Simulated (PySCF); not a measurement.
Compound: C3H3O2 (charge -1).
Atom-mapped SMILES: `[CH2:1]=[CH:2][C:3](=[O:4])[O-:5]` (hydrogens: H6, H7 on C1; H8 on C2)

The geometry is computed with GFN2-xTB (gas phase).

Problem. What internal coordinates does the optimisation give?

Solution. 
```csv
bond,length (Å)
C1=C2,1.320
C2–C3,1.551
C3=O4,1.244
C3–O5,1.241
C1–H6,1.080
C1–H7,1.086
C2–H8,1.086
```

A selection of angles:
```csv
angle,degrees
C2–C1–H6,119.3
C2–C1–H7,124.0
H6–C1–H7,116.7
C1–C2–C3,123.3
C1–C2–H8,121.8
C3–C2–H8,114.9
C2–C3–O4,114.6
C2–C3–O5,116.5
O4–C3–O5,128.8
```

Torsions: C1–C2–C3–O4 180° (antiperiplanar).

The 5 heavy atoms lie in one plane (0.000 Å rms). C2 (alkene CH carbon) is planar (angles 123.3°, 121.8° and 114.9°, sum 360.0°, 0.00 Å off the plane of its three neighbours). C1 (terminal =CH2 carbon) is planar (angles 124.0°, 119.3° and 116.7°, sum 360.0°, 0.00 Å off the plane of its three neighbours). C3 (carboxylate carbon) is planar (angles 128.8°, 116.5° and 114.6°, sum 360.0°, 0.00 Å off the plane of its three neighbours). The C–C distances run from 1.320 Å (C1=C2, drawn double) to 1.551 Å (C2–C3, drawn single), a spread of 0.231 Å. Of the pairs four or more bonds apart, O5···H6 is among the closest relative to their van der Waals radii: 2.52 Å, 93 % of the sum of Bondi's values.

Point group: Cs (tolerance 0.08 Å). GFN2-xTB frequencies: not computed here.

One conformer stands for the species.
